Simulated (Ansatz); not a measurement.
Basis-set extrapolation for B$_{2}$H$_{5}$N, SMILES `BNB` (PBE0-D4/def2-TZVP geometry, frozen core, the Gaussian-basis code of Ansatz). Multiplicity 1, RHF reference.

```csv
,def2-TZVPP,def2-QZVPP
HF,-106.825067,-106.830626
MP2 correlation,-0.416072,-0.443889
CCSD(T) correlation,-0.465785,not run
```

Energies in hartree. Use E(X) = E(∞) + A·exp(−7.88·√X) for Hartree–Fock and E(X) = E(∞) + B·X^(−2.97) for correlation, with X = 3 and 4, and add CCSD(T) minus MP2 of the smaller set to the MP2 limit.

Task: What is the CCSD(T) energy at the basis-set limit?

Result: HF limit: -106.830626 + (-0.005559) × 0.13774 = -106.83139. MP2 limit: -0.443889 + (-0.027817) × 0.74074 = -0.46449. Higher-order term: -0.465785 − (-0.416072) = -0.04971. Total: -107.34559 hartree, 143.7 kJ/mol below CCSD(T)/def2-TZVPP.
